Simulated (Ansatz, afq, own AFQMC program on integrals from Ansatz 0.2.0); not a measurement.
Integrals from Ansatz 0.2.0, then the random walk in our own AFQMC program (afq).

```yaml
crystal:
  periodic: [false, false, false]
  atoms:
    - {symbol: N, position_ang: [-1.116050, -0.019092, -0.029716]}
    - {symbol: H, position_ang: [-1.413330, 0.948742, -0.029716]}
    - {symbol: H, position_ang: [-1.413329, -0.421390, 0.850543]}
    - {symbol: H, position_ang: [0.061950, -0.019092, -0.029716]}
    - {symbol: B, position_ang: [1.355950, -0.019092, -0.029716]}
    - {symbol: H, position_ang: [1.865023, -0.019092, 1.047292]}
    - {symbol: H, position_ang: [1.865023, -0.019092, -1.106725]}
basis:
  gaussian: {orbitals: cc-pVDZ}
magnetization: {spin_polarized: true, initial_magnetization: 1}
correlation: {method: ccsd_t, electrons: outside_noble_gas, hamiltonian_folder: ham}
```

```sh
$ ansatz run in.yaml --threads 1 --pin off --events-out ev --progress --plain --max-ram 16896MiB --backend cuda --devices 0, --max-vram 18GiB
```

afq runs on the folder ham with

```
--method phaseless --trial cisd --walkers 4000 --populations 20 --least-time 60 --time-step 0.005 --steps-per-block 50 --equilibration-blocks 28 --max-blocks 4000 --target-error 0.00021 --factor-cut 1e-05 --start spin_pure --seed 6940 --release-times 0.24,0.51,0.99,1.62,2.4 --release-step 0.03 --release-every 3 --taylor-order 6
```

Times are imaginary, in 1/Eh. The walk had a cap of 171 s. With eight or more populations the least sampling time is a fifth of least-time, and the error comes from their spread.

Log:

```
orbitals 51  electrons 7 6  factors 405 of 481
reference energy -81.89539318 Eh
CCSD correlation -0.30310985 Eh in 17 cycles, weight of the determinant in the CISD state 0.8841
energy of the start -82.197468 Eh
 block  time / (1/Eh)  mean weight  energy / Eh
     1     0.250  0.9998  -82.193390
     2     0.500  0.9996  -82.196674
     3     0.750  0.9998  -82.199990
     4     1.000  0.9998  -82.202356
     5     1.250  0.9998  -82.203666
    12     3.000  1.0000  -82.205682
    19     4.750  1.0005  -82.205310
    26     6.500  0.9999  -82.206732
    33     8.250  1.0001  -82.205881
    36     9.000  1.0001  -82.205110
    40    10.000  1.0001  -82.206023
    46    11.500  0.9999  -82.207657
    47    11.750  1.0000  -82.206436
    54    13.500  1.0001  -82.206702
    61    15.250  0.9998  -82.206220
    68    17.000  0.9998  -82.206803
    75    18.750  1.0000  -82.205668
    78    19.500  1.0005  -82.206001
error from the spread of 20 populations
released: time / (1/Eh)  energy / Eh  error  mean overlap
  0.24  -82.206447  0.000123  1.0001
  0.51  -82.206502  0.000125  1.0006
  0.99  -82.206576  0.000096  0.9971
  1.62  -82.206678  0.000169  0.9838
  2.40  -82.206710  0.000219  0.9699
energy -82.206211 +/- 0.000109 Eh
(rows thinned)
```

The run passed its tests (sampling time, drift between the halves within three errors, error under three times the target), which doesn't prove that it has relaxed.

Against this walk (error 3.0 meV) on the same determinant: CCSD(T) 24.9 meV higher, CCSDT(Q) 12.3 meV lower. The error is statistical and leaves out the bias of the constraint. Released to 2.40 1/Eh the energy lies 14 ± 7 meV (both errors) below the phaseless value, which shows part or all of the bias of the constraint, and CCSDT(Q) lies 1.3 meV above the released value.

Cautions: constraint bias not in the error.

The walk took 100 s on 1 × NVIDIA H100 80GB HBM3 with 2 threads of AMD EPYC 7R13 Processor (Zen 3), with other jobs on the host (the card was shared). The log's last line is the phaseless energy.

CCSDT and higher add their correlation energy to the determinant of the CCSD(T) run, since their own runs factorise the integrals more tightly (a shift of under 2 meV).
